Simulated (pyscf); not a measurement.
Structures and frequencies: ωB97X-D3(BJ)/def2-SVP in PySCF.

Question: Estimate by transition-state theory (the high-pressure limit) the rate constant of H₂N–Nb(Cl)(Cl)(Cl)–Cl → HN=Nb(Cl)(Cl)–Cl + HCl (singlet surface; H–N, Cl–Nb broken, Cl–H formed) at 900 K, with ωB97M-D3(BJ)/def2-TZVP energies (ideal gas, 1 atm, RRHO with modes under 100 cm⁻¹ raised to 100, one conformer, R ln 2 for chiral ones without a mode under 150 cm⁻¹; no tunnelling).

Answer: The electronic barrier is 33.3 kcal/mol and the thermal terms add -5.6, so ΔG‡ = 27.7 kcal/mol. With k_BT/h = 1.88e+13 s⁻¹ and RT = 1.788 kcal/mol, k = 3.5e+06 s⁻¹, a half-life of 2.0e-07 s through this channel alone. Wigner's tunnelling factor for 1274i cm⁻¹ would be 1.17. A shift of 1 kcal/mol in the barrier changes k by a factor 1.7. This is the saddle that the search found; another between the same sides may lie lower. Elements past Kr carry the def2 core potentials, without spin-orbit coupling.
